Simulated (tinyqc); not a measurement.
Worked calculation: UHF in the sto-3g basis, for H2O+, spin multiplicity 2. One step of it, computed by the program tinyqc.

Task: Iteration 2: DIIS coefficients. Solve [B -1; -1 0][c; lambda] = [0; -1] for the coefficients, which sum to one.

B (overlaps of the stored error matrices):
```
,1,2
1,8.5021408e-01,-1.4419690e-01
2,-1.4419690e-01,5.8398009e-02
```

Give: DIIS coefficients.

Result:

DIIS coefficients: 0.1693  0.8307
